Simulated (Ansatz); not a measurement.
# C3H8N2S: the cost of one run

Method: RKS B3LYP/def2-SVP, in Ansatz 0.2.0.

## Step 1: The structure to begin with

Bond lengths: C1–N2 1.500 Å, N2–C3 1.272 Å, C3–N4 1.466 Å, C3–C5 1.517 Å, C5–S6 1.837 Å, C1–H7 1.084 Å, C1–H8 1.076 Å, C1–H9 1.067 Å, N4–H10 0.961 Å, N4–H11 1.012 Å, C5–H12 1.077 Å, C5–H13 1.151 Å, S6–H14 1.370 Å. Angles (14 of 20 angles, heavy atoms first): C1–N2–C3 118.1°, N2–C3–N4 127.1°, N2–C3–C5 118.7°, N4–C3–C5 114.0°, C3–C5–S6 110.1°, N2–C1–H7 109.3°, N2–C1–H8 104.2°, N2–C1–H9 109.5°, C3–N4–H10 113.9°, C3–N4–H11 109.7°, C3–C5–H12 111.1°, C3–C5–H13 110.3°, S6–C5–H12 107.4°, S6–C5–H13 108.8°.

Structure file:

```xyz
14

C    -0.8254   -1.9868    0.0190
N    -0.9968   -0.4980    0.0920
C    -0.0340    0.2355   -0.2977
N     1.2921   -0.2057   -0.7388
C    -0.1880    1.7421   -0.2157
S     0.8074    2.4024    1.1796
H    -0.5577   -2.2672   -0.9930
H    -1.8075   -2.3764    0.2215
H    -0.1544   -2.3068    0.7846
H     1.9899    0.4358   -0.5782
H     1.4536   -1.1572   -0.4338
H     0.1634    2.2173   -1.1157
H    -1.2920    2.0227   -0.0504
H     0.1363    1.7131    2.1555
```

## Step 2: Relaxing end A

The input, input.yaml:

```yaml
crystal:
  periodic: [false, false, false]
  atoms:
    - { symbol: C, position_ang: [-0.8254, -1.9868, 0.019] }
    - { symbol: "N", position_ang: [-0.9968, -0.498, 0.092] }
    - { symbol: C, position_ang: [-0.034, 0.2355, -0.2977] }
    - { symbol: "N", position_ang: [1.2921, -0.2057, -0.7388] }
    - { symbol: C, position_ang: [-0.188, 1.7421, -0.2157] }
    - { symbol: S, position_ang: [0.8074, 2.4024, 1.1796] }
    - { symbol: H, position_ang: [-0.5577, -2.2672, -0.993] }
    - { symbol: H, position_ang: [-1.8075, -2.3764, 0.2215] }
    - { symbol: H, position_ang: [-0.1544, -2.3068, 0.7846] }
    - { symbol: H, position_ang: [1.9899, 0.4358, -0.5782] }
    - { symbol: H, position_ang: [1.4536, -1.1572, -0.4338] }
    - { symbol: H, position_ang: [0.1634, 2.2173, -1.1157] }
    - { symbol: H, position_ang: [-1.292, 2.0227, -0.0504] }
    - { symbol: H, position_ang: [0.1363, 1.7131, 2.1555] }
basis:
  gaussian: { orbitals: def2-SVP }
hamiltonian:
  xc: b3lyp
relax:
  f_tol: 0.015
  max_steps: 40
```

The run is started by

```bash
ansatz run input.yaml --threads 2 --pin off --max-ram 3072MiB --backend cpu --events-out ev --progress --plain --runs-dir out
```

**Question.** How long does this run take on 2 threads of Arm Neoverse N1, shared host, and how much memory does it need?

About 91 s, with a peak of 0.33 GiB.
